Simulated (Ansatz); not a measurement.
# Scan of the Si3–H6 bond length

CH$_{3}$OSi (SMILES O[C+]=[SiH2]) (charge +1), closed shell, at its PBE0-D4/def2-TZVP minimum:

```json
{"atom": "O1", "x (Å)": "-0.9549", "y (Å)": "-1.4710", "z (Å)": "-0.2921"}
{"atom": "C2", "x (Å)": "-0.2475", "y (Å)": "-0.4853", "z (Å)": "-0.0985"}
{"atom": "Si3", "x (Å)": "0.2831", "y (Å)": "1.1150", "z (Å)": "0.2352"}
{"atom": "H4", "x (Å)": "-0.4718", "y (Å)": "-2.3074", "z (Å)": "-0.4903"}
{"atom": "H5", "x (Å)": "0.6548", "y (Å)": "1.8587", "z (Å)": "-0.9761"}
{"atom": "H6", "x (Å)": "0.7363", "y (Å)": "1.2900", "z (Å)": "1.6218"}
```

The bond length Si3–H6 (1.469 Å at the minimum) is set to the values below, the two halves moving rigidly along the bond. Each method's energies count from its own value at the PBE0-D4 minimum structure. Program: Ansatz 0.2.0. Basis: def2-TZVPP. Cores are frozen in the correlated methods.

CCSD(T) energies along the scan:
```
bond length (Å)  CCSD(T) (eV)
          1.322         0.243
          1.352         0.143
          1.395         0.050
          1.445         0.003
          1.501         0.013
          1.562         0.083
          1.626         0.206
          1.693         0.375
          1.763         0.581
```
They count from the CCSD(T) energy at the PBE0-D4 minimum.

Minimum and curvature along this coordinate at CCSD(T): A fifth-order fit through the nearest points gives 1.463 Å, with a curvature of about 20 eV/Å².

**Question.** Treat the two halves as rigid bodies and work out the harmonic wavenumber of this stretch from that curvature (ν̃ = 521.5 √(k/μ) cm⁻¹ with k in eV/Å² and μ in u).

**Answer.** The halves weigh 58.11 and 1.01 u, so μ = 58.11 × 1.01/59.12 = 0.993 u and ν̃ = 521.5 √(20/0.993) ≈ 2300 cm⁻¹. A true normal mode mixes in other motions, so this is a guide only.

Largest difference from the CCSD(T) curve over the scan: PBE-D4 0.098; r2SCAN-D4 0.033; PBE0-D4 0.026; wB97M-V 0.037 eV. Each curve counts from its own value at the minimum.

The T1 diagnostic stays at or below 0.025. The restricted Hartree–Fock reference is unstable towards an unrestricted one here.

For scale, one of the runs: CCSD(T)/def2-TZVPP, 146 basis functions (an equivalent command: `ansatz run in.yaml --threads 2`). Time: 15 s of wall clock on 2 CPU threads; the host was shared. Peak host memory: 0.88 GiB.
